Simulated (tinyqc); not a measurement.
Inside a calculation. Method: CCD on RHF in the sto-6g basis, frozen core, for H2F+, spin multiplicity 1. One step of it, computed by the program tinyqc.

Task: Orthogonalisation. S = U s U^T; symmetric (Loewdin) form X = U s^(-1/2) U^T, so that X^T S X = 1.

overlap S, order 1F 1s, 1F 2s, 1F 2px, 1F 2py, 1F 2pz, 2H 1s, 3H 1s:
$$\begin{pmatrix}
1.000000 & 0.232479 & 0.000000 & 0.000000 & 0.000000 & 0.037163 & 0.037163 \\
0.232479 & 1.000000 & 0.000000 & 0.000000 & 0.000000 & 0.367263 & 0.367263 \\
0.000000 & 0.000000 & 1.000000 & 0.000000 & 0.000000 & 0.000000 & 0.000000 \\
0.000000 & 0.000000 & 0.000000 & 1.000000 & 0.000000 & 0.250368 & -0.250368 \\
0.000000 & 0.000000 & 0.000000 & 0.000000 & 1.000000 & 0.164821 & 0.164821 \\
0.037163 & 0.367263 & 0.000000 & 0.250368 & 0.164821 & 1.000000 & 0.175687 \\
0.037163 & 0.367263 & 0.000000 & -0.250368 & 0.164821 & 0.175687 & 1.000000
\end{pmatrix}$$

Give: eigenvalues of S; X.

Result:

eigenvalues of S: [0.4782, 0.5473, 0.9044, 1.0000, 1.0829, 1.2770, 1.7102]

X, order 1F 1s, 1F 2s, 1F 2px, 1F 2py, 1F 2pz, 2H 1s, 3H 1s:
$$\begin{pmatrix}
1.0224 & -0.1318 & 0.0000 & 0.0000 & -0.0050 & 0.0160 & 0.0160 \\
-0.1318 & 1.1378 & 0.0000 & 0.0000 & 0.0513 & -0.2025 & -0.2025 \\
0.0000 & 0.0000 & 1.0000 & 0.0000 & 0.0000 & 0.0000 & 0.0000 \\
0.0000 & 0.0000 & 0.0000 & 1.0621 & 0.0000 & -0.1602 & 0.1602 \\
-0.0050 & 0.0513 & 0.0000 & 0.0000 & 1.0225 & -0.0893 & -0.0893 \\
0.0160 & -0.2025 & 0.0000 & -0.1602 & -0.0893 & 1.1075 & -0.0670 \\
0.0160 & -0.2025 & 0.0000 & 0.1602 & -0.0893 & -0.0670 & 1.1075
\end{pmatrix}$$
